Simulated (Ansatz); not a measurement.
**CsCl-type TlBr**

Computed with HSE06 (PAW; Ansatz, an electronic-structure program).

Numerical settings: plane-wave cutoff 460 eV, 6×6×6 k mesh, Fermi–Dirac smearing 0.01 eV, scalar-relativistic PAW data made under PBE.

Cell (relaxed at this level):

```
CELL_PARAMETERS angstrom
      4.03496     0.00000     0.00000
      0.00000     4.03496     0.00000
      0.00000     0.00000     4.03496
ATOMIC_POSITIONS crystal
  Tl 0.00000 0.00000 0.00000
  Br 0.50000 0.50000 0.50000
```

```
Item                                                             Result
------------------------------------------  ---------------------------
bulk modulus                                                   20.3 GPa
band gap                                    2.67 eV (on the SCF k mesh)
direct gap at Γ                                                 9.36 eV
pressure derivative B′ of the bulk modulus                          5.0
```

Measured, for comparison: band gap 2.68 eV (temperature not stated, not corrected to a static lattice, detector crystals, literature values; as tabulated in Piasecki et al. (2022), doi:10.1039/d1ma01259b).

Spin–orbit coupling is not included; with these elements it can move the gap by several tenths of an eV or more.

Computed values are for the static lattice.
